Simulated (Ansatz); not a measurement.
## [Br···H···SiH2], singlet in cc-pVDZ: errors against RCCSDT(Q)

Geometry: a point of a hydrogen-transfer path between rigid fragments, not a stationary point.

| atom | x (Å) | y (Å) | z (Å) |
| --- | --- | --- | --- |
| Br | -0.9186 | 0.0159 | 0.0000 |
| H | 0.8084 | 0.0159 | 0.0000 |
| Si | 2.3704 | 0.0159 | 0.0000 |
| H | 2.9826 | -0.8584 | 1.0900 |
| H | 2.9826 | -0.8584 | -1.0900 |

Basis cc-pVDZ; Ansatz 0.2.0. Correlated methods freeze the noble-gas cores and the filled d shells of p-block atoms, which leaves 14 electrons in 41 orbitals. Prefix R: restricted or restricted open-shell reference; prefix U: unrestricted. Active spaces: valence = (14e, 11o) chosen from the atoms' valence shells; pair = (2e, 2o) about the gap. No spin–orbit coupling is included, and no scalar relativity.

Full CI isn't at hand for all of this; RCCSDT(Q) serves as the reference, and is uncertain by about the last step of the cluster series. The frozen core follows each run's orbitals, which can shift R against U totals by a few meV for light atoms and by up to 0.1 eV past Ca.

```
UHF ⟨S²⟩                          : 0.833
T1 diagnostic (RCCSD)             : 0.0233
largest doubles amplitude (RCCSD) : 0.211
```

```
   level  E − E(RHF) (eV)
    RMP2          -6.4472
   RCCSD          -7.5306
RCCSD(T)          -7.8002
```

Task: Estimate how far RCCSDT(Q) in cc-pVDZ lies from RCCSD(T). The table doesn't fix it; the size of (T) and the diagnostics are the guide.

Result: RCCSDT(Q) in cc-pVDZ lies 2.70 mEh below RCCSD(T), which is 27 % of the (T) step (-9.91 mEh). T1 is raised, a doubles amplitude is large, RHF is unstable towards spin polarisation, and the rest is a large part of (T). The miss exceeds 1 kcal/mol.

The other levels:

```csv
level,E − E(RCCSDT(Q)) (mEh),share of correlation (%),wall time
CISD,42.11,85.45,1.7 s
BCCD(T),2.85,99.02,1.6 s
RCCSDT,1.01,99.65,–
CASSCF (pair space),255.03,11.86,–
NEVPT2 (pair space),41.38,85.70,2 s
MRCISD (pair space),27.98,90.33,–
MRCISD+Q (pair space),2.45,99.15,2.3 s
CASSCF (valence space),204.90,29.19,–
NEVPT2 (valence space),52.09,82.00,9.5 s
```

The correlation energy at RCCSDT(Q), counted from RHF, is -7.874 eV. That run took 15 s on 1 thread of Arm Neoverse V2, shared host.

Run but not shown, since their state or frozen core can't be matched to the reference's or they repeat it: UHF, UMP2, UCCSD, UCCSD(T), UCCSDT, UCCSDT(Q).

Times hold each run's SCF and search for its determinant on a shared host, so for small cases they say little of a method's own cost; they ran on 1 thread of Arm Neoverse V2.

Natural occupations of CASSCF (valence space) about the gap: 1.999 1.984 1.976 1.972 1.759 0.244 0.026 0.024 0.018; effectively unpaired electrons, Σ n²(2−n)², 0.38.
